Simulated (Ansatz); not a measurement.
# AlBH2 (singlet): the correlation ladder at scale of all distances = 1.782, 6-31G

Aim: climb from Hartree-Fock through coupled cluster and multireference methods for AlBH2 (singlet) at one geometry and basis, and see what each rung misses.

Computed with Ansatz 0.2.0, Gaussian basis. Level: 6-31G, core rule «outside noble gas», up to 6 orbitals frozen.

To be run: UHF; CCSD(T) on RHF; CCSD(T) on UHF; BCCD(T) on RHF; CISD; CCSDT(Q) on RHF; CCSDT(Q) on UHF; CCSDTQ on RHF; CASSCF and MRCISD+Q, 2 electrons in 2 orbitals; CASSCF and NEVPT2, 2 electrons in 2 orbitals; CASSCF and MRCISD+Q, 8 electrons in 10 orbitals; CASSCF and NEVPT2, 8 electrons in 10 orbitals; Full CI.

10 further runs of the same task are left out: 6 that didn't finish, 4 set aside as unsound or not needed.

## Step 1: What is computed

The geometry derives from a PBE0/def2-TZVP stationary point (not a proven minimum). All distances are scaled together.

4 atoms, charge 0, spin multiplicity 1.

Atoms are counted from 1 here; the program's logs count them from 0.

No contacts short enough for the rule that draws bonds.

Geometry (Å):

```xyz
4

B     0.0000    0.0000    2.6459
Al    0.0000    0.0000   -1.3466
H     0.0000    1.7909    3.8338
H     0.0000   -1.7909    3.8338
```

## Step 2: UHF

Input file in.yaml:

```yaml
crystal:
  periodic: [false, false, false]
  atoms:
    - {symbol: B, position_ang: [0.000000, 0.000000, 2.645888]}
    - {symbol: Al, position_ang: [0.000000, 0.000000, -1.346596]}
    - {symbol: H, position_ang: [0.000000, 1.790874, 3.833833]}
    - {symbol: H, position_ang: [0.000000, -1.790874, 3.833833]}
basis:
  gaussian: {orbitals: 6-31G}
magnetization: {spin_polarized: true, initial_magnetization: 0}
hamiltonian: {xc: hf}
output: {orbitals: {seedname: orbitals}}
```

Run with:

```sh
$ ansatz run in.yaml --threads 1 --pin off --events-out ev --progress --plain --max-ram 2393MiB
```

After this run come: CCSD(T) on RHF; CCSD(T) on UHF; BCCD(T) on RHF; CISD; CCSDT(Q) on RHF; CCSDT(Q) on UHF; CCSDTQ on RHF; CASSCF and MRCISD+Q, 2 electrons in 2 orbitals; CASSCF and NEVPT2, 2 electrons in 2 orbitals; CASSCF and MRCISD+Q, 8 electrons in 10 orbitals; CASSCF and NEVPT2, 8 electrons in 10 orbitals; Full CI.

**Question.** What will the summary of the whole plan be? Wanted: FCI below the RHF energy; RMP2 from FCI; UMP2 from FCI; RCCSD from FCI; RCCSD(T) from FCI; UCCSD(T) from FCI; RCCSDT(Q) from FCI; UCCSDT(Q) from FCI; NEVPT2 pair from FCI.

**Answer**, as computed:

```
                         quantity                                                         value
         FCI below the RHF energy                                                    -4.9326 eV
                    RMP2 from FCI                                                 +202.3 kJ/mol
                    UMP2 from FCI                                                 +185.3 kJ/mol
                   RCCSD from FCI                                                  +39.3 kJ/mol
                RCCSD(T) from FCI                                                  +11.3 kJ/mol
                UCCSD(T) from FCI                                                  +21.4 kJ/mol
               RCCSDT(Q) from FCI                                                   -0.5 kJ/mol
               UCCSDT(Q) from FCI                                                   +4.8 kJ/mol
             NEVPT2 pair from FCI                                                 +167.1 kJ/mol
          NEVPT2 valence from FCI                                                  +18.0 kJ/mol
        MRCISD+Q valence from FCI                                                   +1.4 kJ/mol
levels within 1 kcal/mol (43 meV)  RCCSDT, RCCSDT(Q), RCCSDTQ, MRCISD valence, MRCISD+Q valence
                    T1 diagnostic                                                         0.076
   effectively unpaired electrons                                                          1.23
```

RCCSD(T) lands +11.3 kJ/mol from the yardstick (2.4 % of the correlation energy). CCSD(T) misses by +11.3 kJ/mol on the restricted determinant and by +21.4 kJ/mol on the unrestricted one; the two need not hold the same state or core. RCCSDT(Q) falls below full CI, which methods that aren't variational can do. With 1.2 effectively unpaired electrons against 0 the state is strongly multireference. Coupled cluster on one determinant still stays close here. Of the multireference levels listed MRCISD+Q valence comes nearest in total energy (+1.4 kJ/mol), which doesn't show that its space is the better one. These misses are within one basis, not against nature.
